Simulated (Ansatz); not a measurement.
`BSB` + `BO` → `BOB` + `BS` at 700 K and 1 bar (ligand exchange at a B–S bond).

Calculated with Ansatz (gas phase, PBE0-D4/def2-TZVP geometries, no zero-point term in ΔE). CCSD(T)/CBS is the MP2 limit (def2-TZVPP, def2-QZVPP) plus CCSD(T) − MP2 in def2-TZVPP, frozen cores. This one scheme is used for every species.

```csv
species,CCSD(T)/CBS energy (Eh),H − E (kJ/mol),S (J/(mol·K))
`BSB`,-449.77944,166.1,351.1
`BO`,-101.80414,126.4,277.4
`BOB`,-127.21702,170.8,334.0
`BS`,-424.38198,115.9,297.3
```

H − E and S are ideal-gas, rigid-rotor, harmonic terms from PBE0-D4/def2-TZVP. 1 Eh = 2625.50 kJ/mol, R = 8.31446 J/(mol·K).

Task: By hand: ΔE, ΔH, ΔS and ΔG.

Result: ΔE = (-127.21702) + (-424.38198) − (-449.77944) − (-101.80414) = -0.01542 Eh = -40.5 kJ/mol. Δ(H − E) = 170.8 + 115.9 − 166.1 − 126.4 = -5.8, so ΔH = -46.3 kJ/mol. ΔS = 334.0 + 297.3 − 351.1 − 277.4 = 2.8 J/(mol·K). ΔG = -46.3 − 700 × (2.8)/1000 = -48.3 kJ/mol.

Task: By hand: the equilibrium constant, and the temperature at which ΔG would vanish if ΔH and ΔS stayed fixed.

Result: log₁₀ K = −ΔG/(RT ln 10) = 3.6. ΔH and −TΔS have one sign here, so there is no such temperature. One of them is within its doubt of zero, so this could turn.

The number of gas molecules stays the same, so ΔS is small and ΔH decides. A doubt of 5 kJ/mol in ΔE shifts log₁₀ K by 0.4 here. These are equilibria of isolated gas molecules and say nothing of rates. Largest T1 diagnostic: 0.015 (customary marks: 0.02 for closed shells, 0.045 for open ones).
